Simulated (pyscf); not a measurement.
This saddle point was located with ωB97X-D3(BJ)/def2-SVP in PySCF.

```xyz
12

P     -1.8762    -1.1807     0.8273
O     -0.4706     0.1166     0.3136
Si     0.1303     0.3056    -1.2449
H     -3.2669    -0.9015     1.0573
H     -2.1246    -1.0902    -0.5930
H      1.2485     1.2848    -1.1541
H      0.6218    -1.0046    -1.7500
H     -0.9280     0.8262    -2.1555
Ga    -0.8089     1.2987     1.8064
H     -1.7873    -0.0938     2.0855
H     -1.7091     2.4873     1.3397
H      0.3697     1.3214     2.8273
```

Surface: singlet, charge 0. Lowest wavenumbers (cm⁻¹): 629i, 62, 87, 128, 144.

Q: Name the species on either side of this saddle.

A: H₃Si–O–PH₂ + gallane (GaH₃) ⇌ PH₃ + H₃Si–O–GaH₂, a four-centre exchange read from left to right: O–P, Ga–H broken and H–P, Ga–O formed. At ωB97M-D3(BJ)/def2-TZVP it lies +0.68 eV from the left side and +1.62 eV from the right (each side as separated species at their lowest minima found). On the reactant side the descent ends in an adduct with a Ga–O contact, 0.64 eV under the separated species and 1.15 eV under the saddle at ωB97X-D3(BJ)/def2-TZVP. What is counted as formed (Ga–O) is already present as a longer contact in the reactant adduct; forming that adduct is a step of its own. At ωB97X-D3(BJ)/def2-TZVP the barrier from the zero used here is 0.51 eV. H₃Si–O–PH₂ lies 0.25 eV over its isomer HO–SiH₂–PH₂ (electronic energy, ωB97M-D3(BJ)/def2-TZVP). One saddle was located; it need not be the lowest between these sides. Elements up to Kr have no core potential and no relativistic terms here.
